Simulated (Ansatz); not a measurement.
AlSiH$_{7}$O, closed shell: a relaxation.

Input (in.yaml):

```yaml
crystal:
  periodic: [false, false, false]
  atoms:
    - {symbol: Al, position_ang: [0.208813, -1.217418, -0.429483]}
    - {symbol: O, position_ang: [1.077953, 0.005816, -1.518449]}
    - {symbol: H, position_ang: [-1.046616, -1.887877, -1.112736]}
    - {symbol: H, position_ang: [1.197684, -1.931092, 0.581442]}
    - {symbol: H, position_ang: [0.445340, 0.597905, -0.620695]}
    - {symbol: Si, position_ang: [-0.746572, 0.921582, 0.829200]}
    - {symbol: H, position_ang: [2.026773, 0.131173, -1.412755]}
    - {symbol: H, position_ang: [0.069181, 1.773916, 1.738049]}
    - {symbol: H, position_ang: [-1.850880, 1.736284, 0.255181]}
    - {symbol: H, position_ang: [-1.381676, -0.130289, 1.690345]}
basis:
  gaussian: {orbitals: def2-SVP}
hamiltonian: {xc: pbe, dispersion: d4}
relax: {f_tol: 0.01, max_steps: 60, escape_saddle: true}
```

Launched with

```bash
ansatz run in.yaml --threads 2 --pin off --events-out ev --progress --plain --max-ram 4352MiB
```

The run's output (Ansatz 0.2.0):

```
Error: invalid value for `relax.escape_saddle`: a Gaussian basis doesn't support `true`; leave it out, and run phonons on the result
```

Hardware: 2 CPU threads of an Arm Neoverse V1, shared host. Wall time about 0.05 s.


The program refused the input.